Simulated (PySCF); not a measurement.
Compound: HBO.
Numbering: `[BH:1]=[O:2]` (hydrogens: H3 on B1)

The calculation used TDDFT CAM-B3LYP/aug-cc-pVTZ, vertical, gas phase, core orbitals frozen in the response (PySCF 2.14.0, density-fitted response routines). Geometry: PBE0-D3(BJ)/def2-TZVP; no solvent, vibrations or thermal averaging.

Kohn–Sham orbitals with the atoms that hold most of them (Löwdin shares over 4%, at most four atoms):

```csv
orbital,ε (eV),atoms
LUMO+2,0.43,"B1 76%, O2 13%, H3 12%"
LUMO+1,0.43,"B1 76%, O2 13%, H3 12%"
LUMO,0.42,"H3 78%, B1 21%"
HOMO,-11.96,"O2 71%, B1 27%"
HOMO-1,-11.96,"O2 71%, B1 27%"
HOMO-2,-13.45,"O2 83%, B1 13%, H3 5%"
HOMO-3,-15.44,"H3 45%, B1 43%, O2 12%"
```

Within 0.005 eV of a neighbour in this list lie HOMO-1/HOMO and LUMO+1/LUMO+2 (point group found: C∞v).

(1) The HOMO–LUMO gap is 12.38 eV. Where does the response calculation put the lowest singlet, and from which orbitals?

Results:

(1) S1 is at 7.94 eV (f = 0.0000), 4.45 eV below the gap, made of HOMO-1/HOMO→LUMO+1/LUMO+2 (≥68%), HOMO-1/HOMO→LUMO+4 (≥14%). 

Next come S2 at 8.18 eV (f 0.0000), HOMO-1/HOMO→LUMO+1/LUMO+2 (≥59%), HOMO-1/HOMO→LUMO+4 (≥11%); S3 at 8.18 eV (f 0.0000), HOMO-1/HOMO→LUMO+1/LUMO+2 (≥59%), HOMO-1/HOMO→LUMO+4 (≥11%); S4 at 9.48 eV (f 0.084), HOMO-1/HOMO→LUMO+3 (≥56%), HOMO-1/HOMO→LUMO (≥24%), HOMO-1/HOMO→LUMO+6 (≥15%); S5 at 9.48 eV (f 0.084), HOMO-1/HOMO→LUMO+3 (≥56%), HOMO-1/HOMO→LUMO (≥24%), HOMO-1/HOMO→LUMO+6 (≥15%).

Orbitals of the list HOMO-3 to LUMO+2 that lie within 0.01 eV of each other are written together with a slash and their weights summed (≥ marks a lower bound); for degenerate orbitals outside that list single weights are arbitrary.

Löwdin shares depend on the basis, the more so with diffuse functions.
